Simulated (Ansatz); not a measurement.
An input meant for Al₃⁻ (charge -1, singlet).

```yaml
crystal:
  periodic: [false, false, false]
  atoms:
    - {symbol: Al, position_ang: [-0.200312, 0.070801, 0.003999]}
    - {symbol: Al, position_ang: [1.642945, -1.372846, -1.140152]}
    - {symbol: Al, position_ang: [1.883447, 1.230804, -1.075837]}
basis:
  gaussian: {orbitals: def2-TZVP}
total_charge: -1
hamiltonian: {xc: {name: CAM-B3LYP}, dispersion: d3bjatm}
scf: {omitted_lower_state_checks: [starts]}
relax: {f_tol: 0.001, max_steps: 3}
```

```sh
$ ansatz run in.yaml --threads 4 --pin off --events-out ev --progress --plain --max-ram 3916MiB
```

Q: Predict how Ansatz answers.

A: The SCF steps converged, but the relaxation ran out of steps. The relaxation is allowed too few steps for its threshold.
```
Functional definition: CAM-B3LYP
777 factors; their error is unknown
276 factors; integrals over basis functions are off by at most 5.9e-6 eV
mean field evaluation 1: about -19789.7817 eV, gradient 5.4e0 eV
mean field evaluation 2: about -19789.9312 eV, gradient 2.3e0 eV
mean field evaluation 4: about -19789.9446 eV, gradient 1.2e-1 eV
mean field evaluation 8: about -19789.9709 eV, gradient 2.7e-2 eV
mean field evaluation 16: about -19789.9710 eV, gradient 1.8e-4 eV
mean field -19789.97095169 eV, -727.2680183505 hartree, gradient 4.0e-5 eV, S^2 0.000000; 0 other end points of the search recorded, 0 dependent functions left out
reference -19789.97104223 eV, -727.2680216779 hartree; 20, 20 occupied and 91, 91 virtual orbitals, 777 factors
relax step   1: F+E_penalty+E_count = -19790.09695645 eV  Δ(F+E_penalty+E_count) = +0.000e0 eV  max|allowed force component| = 5.729e-1 eV/Å  Δτ_max = 0.0000 Å  (34 SCF iters, accepted)
777 factors; their error is unknown
276 factors; integrals over basis functions are off by at most 5.2e-6 eV
mean field -19790.03638245 eV, -727.2704228865 hartree, gradient 1.8e-5 eV, S^2 0.000000; 0 other end points of the search recorded, 0 dependent functions left out
reference -19790.03647206 eV, -727.2704261795 hartree; 20, 20 occupied and 91, 91 virtual orbitals, 777 factors
relax step   2: F+E_penalty+E_count = -19790.16070682 eV  Δ(F+E_penalty+E_count) = -6.375e-2 eV  max|allowed force component| = 2.647e-2 eV/Å  Δτ_max = 0.0625 Å  (42 SCF iters, accepted)
777 factors; their error is unknown
276 factors; integrals over basis functions are off by at most 5.2e-6 eV
mean field evaluation 32: about -19790.0365 eV, gradient 2.4e-5 eV
mean field -19790.03650570 eV, -727.2704274158 hartree, gradient 2.4e-5 eV, S^2 0.000000; 0 other end points of the search recorded, 0 dependent functions left out
reference -19790.03659528 eV, -727.2704307078 hartree; 20, 20 occupied and 91, 91 virtual orbitals, 777 factors
relax step   3: F+E_penalty+E_count = -19790.16079908 eV  Δ(F+E_penalty+E_count) = -9.226e-5 eV  max|allowed force component| = 3.424e-3 eV/Å  Δτ_max = 0.0025 Å  (34 SCF iters, accepted)
Error: geometry relaxation did not converge after 3 steps: max|allowed force component| = 3.42e-3 eV/Å (threshold 1.0e-3). Raise `relax.max_steps` over both its present limit and 3, loosen `relax.f_tol`, or start from a geometry closer to equilibrium. Where this run's directory can be resumed (`checkpoint.write`), a resume goes on for up to `relax.max_steps` more
```
